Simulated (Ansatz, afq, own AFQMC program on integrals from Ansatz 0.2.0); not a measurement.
**SiH2O, triplet in cc-pVDZ, levels against CCSDT(Q)**

```xyz
4

Si    0.0000    0.0000    0.5550
O     0.0000    0.0000   -1.1214
H     0.0000    1.3319    1.1682
H     0.0000   -1.3319    1.1682
```

Connectivity, by distances: SiH2–O.

Basis cc-pVDZ. Noble-gas cores (and the filled d shells of Ga–Kr and In–Xe) are frozen. AFQMC by an in-house program on the Cholesky factors that Ansatz 0.2.0 writes for its CCSD(T) run. ph-AFQMC/CISD is guided by a CISD state made of CCSD amplitudes; releasing the constraint for a short imaginary time cuts its bias at the price of noise, slowly where states lie close. Free AFQMC starts from the CCSD state and is never constrained. Its projection time is finite, and what remains of the start isn't in its error. ± is one standard error of the sampling.

Determinant: UHF, the one that the program's search chose, which needn't be the lowest solution. The geometry is a PBE0/def2-TZVP stationary point of this or a neighbouring charge and spin state.

No full CI on the walks' own integrals is used here; CCSDT(Q) serves as the reference and is uncertain by about the last step of the cluster series.

Cautions: lower spins were not checked.

```
T1 diagnostic                               : 0.0214
weight of the determinant in the CISD state : 0.891
⟨S²⟩ of the determinant                     : 2.023
size of the correlated space                : 12 electrons in 36 orbitals
```

Reference: CCSDT(Q), correlation energy -7.235 eV. The released energy is read at 2.40 1/Eh (meV from the phaseless value at times in 1/Eh: -9 ± 11 at 0.24, -32 ± 14 at 0.51, -13 ± 12 at 0.99, -55 ± 17 at 1.62, -9 ± 18 at 2.40).

```tsv
level	E − E(reference) (mEh)	share of correlation (%)
HF	265.88	0.00
MP2	40.09	84.92
CCSD	7.03	97.35
CCSD(T)	1.54	99.42
CCSDT	0.49	99.82
ph-AFQMC/HF	4.64 ± 1.75	98.25
ph-AFQMC/CISD	1.30 ± 0.42	99.51
released AFQMC	0.98 ± 0.67	99.63
free AFQMC	-0.21 ± 0.56	100.08
```

Free projections are given only where their last times agree within the noise and don't stop above the reference; a slow remainder of the start can still hide under it. A walk keeps the symmetry of its determinant, which the program's search chose and which needn't be the lowest solution, so a lower state of the same spin and another symmetry isn't excluded. Released energies are given only where the last usable release times agree within the noise; a slower fall can still hide under it.
